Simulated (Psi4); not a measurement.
Psi4 input (wB97X-D/6-311+G**):

```
memory 1500 MB

molecule {
-1 1
C     1.14502538   -0.38142530    0.14741238
C     0.03204805    0.65710997    0.11064372
O    -1.23308689   -0.12617052   -0.21931843
H    -1.79541147    0.09447728    0.52177410
H     0.20752425    1.23918759   -0.81929277
H     2.11943237    0.13014009    0.16693320
H     1.09945895   -1.00981192    1.05044502
H     1.17125044   -1.09873694   -0.71364874
symmetry c1
no_reorient
no_com
}

set {
  basis 6-311+G**
  reference rks
  scf_type pk
  dft_radial_points 99
  dft_spherical_points 590
  e_convergence 1e-8
  d_convergence 1e-7
  maxiter 150
}

e = energy('wb97x-d')
print_out(f'\nFINAL {e:.10f} DIPOLE {variable("CURRENT DIPOLE")[0]:.6f} {variable("CURRENT DIPOLE")[1]:.6f} {variable("CURRENT DIPOLE")[2]:.6f}\n')
```

From the last part of the output:

```
      74A      2.838393    75A      2.852309    76A      2.867618
      77A      2.919679    78A      2.981856    79A      3.076023
      80A      3.132684    81A      3.280990    82A      3.369997
      83A      3.454482    84A      3.537358    85A      3.714582
      86A      4.031376    87A      4.073468    88A      4.106789
      89A      4.239026    90A      4.446354    91A      5.361519
      92A      5.597628    93A      5.884193    94A     24.093327
      95A     24.253081    96A     50.256998

    Final Occupation by Irrep:
              A
    DOCC [    13 ]
    NA   [    13 ]
    NB   [    13 ]

  @RKS Final Energy:  -154.36253593302018

   => Energetics <=

    Nuclear Repulsion Energy =             72.6427477035449272
    One-Electron Energy =                -358.9133535037077536
    Two-Electron Energy =                 146.5868435260858291
    DFT Exchange-Correlation Energy =     -14.6770108671975947
    Empirical Dispersion Energy =          -0.0017627917456200
    VV10 Nonlocal Energy =                  0.0000000000000000
    Total Energy =                       -154.3625359330201832

Computation Completed

Properties will be evaluated at   0.000000,   0.000000,   0.000000 [a0]

Properties computed using the SCF density matrix

 Multipole Moments:

 ------------------------------------------------------------------------------------
     Multipole            Electronic (a.u.)      Nuclear  (a.u.)        Total (a.u.)
 ------------------------------------------------------------------------------------

 L = 1.  Multiply by 2.5417464519 to convert [e a0] to [Debye]
 Dipole X            :          0.1719404           -0.0000000            0.1719404
 Dipole Y            :         -0.9067677           -0.0000001           -0.9067677
 Dipole Z            :         -0.2828701           -0.0000001           -0.2828701
 Magnitude           :                                                    0.9653014

 ------------------------------------------------------------------------------------

FINAL -154.3625359330 DIPOLE 0.171940 -0.906768 -0.282870

*** Psi4 exiting successfully. Buy a developer a beer!
```

The dipole moment of an ion depends on the origin.
